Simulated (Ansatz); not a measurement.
# N2 (singlet): from Hartree-Fock to the top rungs at distance N1–N2 = 1.089 Å, cc-pVTZ

An exercise on one series of results from a longer session: the logs are not shown, and one member is left open.

Program: Ansatz 0.2.0, Gaussian basis. Level of theory: cc-pVTZ, core rule «outside noble gas», up to 2 orbitals frozen. These are calculated values, not measurements.

Plan: UHF; CCSD(T) on RHF; BCCD(T) on RHF; CISD; CCSDT(Q) on RHF; CASSCF and NEVPT2, 2 electrons in 2 orbitals; CASSCF and NEVPT2, 10 electrons in 8 orbitals.

10 further runs of the same task are left out: 8 that didn't finish, 2 set aside as unsound or not needed.

## The system

The geometry derives from a PBE0/def2-TZVP stationary point (not a proven minimum). One bond is set to the value named and the two fragments are kept rigid.

2 atoms, charge 0, spin multiplicity 1.

Atoms are counted from 1 here; the program's logs count them from 0.

Bond lengths: N1–N2 1.089 Å.

Geometry (Å):

```xyz
2
N2
N     0.0000    0.0000    0.0000
N     0.0000    0.0000    1.0895
```

Set-up of the first run:

File in.yaml:

```yaml
crystal:
  periodic: [false, false, false]
  atoms:
    - {symbol: N, position_ang: [0.000000, 0.000000, 0.000000]}
    - {symbol: N, position_ang: [0.000000, 0.000000, 1.089486]}
basis:
  gaussian: {orbitals: cc-pVTZ}
magnetization: {spin_polarized: true, initial_magnetization: 0}
hamiltonian: {xc: hf}
output: {orbitals: {seedname: orbitals}}
```

Command:

```bash
ansatz run in.yaml --threads 1 --pin off --events-out ev --progress --plain --max-ram 2393MiB
```

Steps of the session up to this table: UHF; CCSD(T) on RHF; BCCD(T) on RHF; CISD; CCSDT(Q) on RHF; CASSCF and NEVPT2, 2 electrons in 2 orbitals; CASSCF and NEVPT2, 10 electrons in 8 orbitals.

One of the session's tables, all rows but one given; the rest of the session is left out.

| method | from RCCSDT(Q) (kcal/mol) |
| --- | --- |
| RHF | +244.71 |
| RMP2 | +11.62 |
| CISD | +28.33 |
| RCCSD | +12.32 |
| RCCSD(T) | +0.92 |
| BCCD(T) | +0.88 |
| RCCSDT | +1.08 |
| RCCSDT(Q) | 0 |
| CASSCF pair | ? |
| NEVPT2 pair | +13.88 |
| CASSCF valence | +153.05 |
| NEVPT2 valence | +25.57 |

Q: Estimate the row for CASSCF pair from the others.

**Answer.** from RCCSDT(Q) (kcal/mol): +225.21. In the column «from RCCSDT(Q) (kcal/mol)» it lies between CASSCF valence (+153.05) and RHF (+244.71).
